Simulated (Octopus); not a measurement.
# C2F3N (cyanotrifluoromethane): a chain of runs

Aim: energy and forces (PBE), then energy and forces (PBE), then energy and gradient (PBE), then energy and gradient (PBE) of C2F3N (cyanotrifluoromethane). The setting varied is the stencil order. 

Program for the calculation: Octopus 16.4.

2 further runs of the same task are left out: 2 set aside as unsound or not needed.

## (1) The molecule

C2F3N: 6 atoms, total charge 0, spin state singlet. SMILES: `N#CC(F)(F)F`. The shape is that of a PBE0-D4/def2-TZVP optimisation.

Bond lengths: N1–C2 1.146 Å, C2–C3 1.481 Å, C3–F4 1.326 Å, C3–F5 1.326 Å, C3–F6 1.326 Å. Angles: N1–C2–C3 180.0°, C2–C3–F4 110.1°, C2–C3–F5 110.1°, C2–C3–F6 110.1°, F4–C3–F5 108.8°, F4–C3–F6 108.8°, F5–C3–F6 108.8°.

## (2) Energy and forces at PBE (scalar, in the pseudopotentials, pseudodojo_pbe potentials, box margin 5 angstrom, extra states 0, grid spacing 0.15 angstrom, mix field default) (run 3)

The input, geometry.xyz:

```xyz
6

N      1.015067    -1.694417     0.901183
C      0.479167    -0.799917     0.425483
C     -0.213433     0.356283    -0.189517
F     -1.323033    -0.045117    -0.794617
F      0.574467     0.937683    -1.083817
F     -0.532233     1.245483     0.741283
```

Command:

```bash
$ OMP_NUM_THREADS=1 octopus > gs.log
```

Standard output:

```text
Version                : 16.4
[... 49 lines left out ...]
Refinement of some symmetry elements was terminated before convergence was reached.
[... 104 lines left out ...]
Converged eigenvectors: 0
#  State  Eigenvalue [eV]  Occupation    Error
[... 9 lines left out ...]
Converged eigenvectors: 0
#  State  Eigenvalue [eV]  Occupation    Error
[... 55 lines left out ...]
Converged eigenvectors: 0
#  State  Eigenvalue [eV]  Occupation    Error
[... 9 lines left out ...]
Converged eigenvectors: 0
#  State  Eigenvalue [eV]  Occupation    Error
[... 6 lines left out ...]
Info: SCF converged in   19 iterations
** Warning:
**   Some of the states are not fully converged!
[... 1 line left out ...]
Octopus emitted 1 warning.
```

Wall time 1.9 min (1 thread of Intel Xeon Platinum 8488C (Sapphire Rapids), shared host); peak memory 0.27 GiB.

## (3) Energy and gradient at PBE (scalar, in the pseudopotentials, pseudodojo_pbe potentials, box margin 5 angstrom, extra states 0, grid spacing 0.15 angstrom, mix field default) (run 4)

geometry.xyz is that of step 2.

Command:

```bash
$ OMP_NUM_THREADS=1 octopus > gs.log
```

Standard output:

```text
Version                : 16.4
[... 49 lines left out ...]
Refinement of some symmetry elements was terminated before convergence was reached.
[... 104 lines left out ...]
Converged eigenvectors: 0
#  State  Eigenvalue [eV]  Occupation    Error
[... 9 lines left out ...]
Converged eigenvectors: 0
#  State  Eigenvalue [eV]  Occupation    Error
[... 55 lines left out ...]
Converged eigenvectors: 0
#  State  Eigenvalue [eV]  Occupation    Error
[... 9 lines left out ...]
Converged eigenvectors: 0
#  State  Eigenvalue [eV]  Occupation    Error
[... 6 lines left out ...]
Info: SCF converged in   19 iterations
** Warning:
**   Some of the states are not fully converged!
[... 1 line left out ...]
Octopus emitted 1 warning.
```

Wall time 2.1 min (1 thread of Intel Xeon Platinum 8488C (Sapphire Rapids), shared host); peak memory 0.28 GiB.

Run 5 isn't shown in full; the table further down has it.

## (4) Energy and forces at PBE (scalar, in the pseudopotentials, pseudodojo_pbe potentials, box margin 5 angstrom, extra states 0, grid spacing 0.15 angstrom, mix field default) (run 6)

geometry.xyz is that of step 3.

Command:

```bash
$ OMP_NUM_THREADS=1 octopus > gs.log
```

Standard output:

```text
Version                : 16.4
[... 49 lines left out ...]
Refinement of some symmetry elements was terminated before convergence was reached.
[... 104 lines left out ...]
Converged eigenvectors: 0
#  State  Eigenvalue [eV]  Occupation    Error
[... 9 lines left out ...]
Converged eigenvectors: 0
#  State  Eigenvalue [eV]  Occupation    Error
[... 55 lines left out ...]
Converged eigenvectors: 0
#  State  Eigenvalue [eV]  Occupation    Error
[... 9 lines left out ...]
Converged eigenvectors: 0
#  State  Eigenvalue [eV]  Occupation    Error
[... 6 lines left out ...]
Info: SCF converged in   19 iterations
** Warning:
**   Some of the states are not fully converged!
[... 1 line left out ...]
Octopus emitted 1 warning.
```

It took 2.7 min on 1 thread of Intel Xeon Platinum 8488C (Sapphire Rapids), shared host; peak memory 0.31 GiB.

## (5) The series

```
run  stencil order  sweep point  energy (Eh)  dipole moment (D)  HOMO energy (eV)  wall time
  3              3            3   -96.383087               1.48             -9.65    1.9 min
  4              4            4   -96.334626               1.48             -9.65    2.1 min
  5              6            5   -96.317511               1.49             -9.65    2.3 min
  6              8            6   -96.315266               1.49             -9.65    2.7 min
```

Convergence of the total energy of singlet C2F3N with the stencil order, against the last point:

```csv
stencil order,from the last (mEh),wall time
3,-67.822,1.9 min
4,-19.360,2.1 min
6,-2.245,2.3 min
8,+0.000,2.7 min
```

Convergence of the dipole moment of singlet C2F3N with the stencil order, against the last point:

```csv
stencil order,from the last (D),wall time
3,-0.0066,1.9 min
4,-0.0019,2.1 min
6,-0.0002,2.3 min
8,+0.0000,2.7 min
```

## (6) What came out

```
                            quantity         value
            run 6, PBE: total energy  -96.31527 Eh
           run 6, PBE: dipole moment        1.49 D
             run 6, PBE: HOMO energy      -9.65 eV
run 6, PBE: largest force on an atom    1.594 eV/Å
```

What this shows: For the total energy of singlet C2F3N to stay within 10 mEh of the last point, 6 is the first point of the series from which all later ones do (2.3 min against 2.7 min). For the dipole moment of singlet C2F3N to stay within 0.005 D of the last point, 4 is the first point of the series from which all later ones do (2.1 min against 2.7 min). Over the runs the total energy spans 1.846 eV. All runs together took 9 min, the longest 2.7 min.
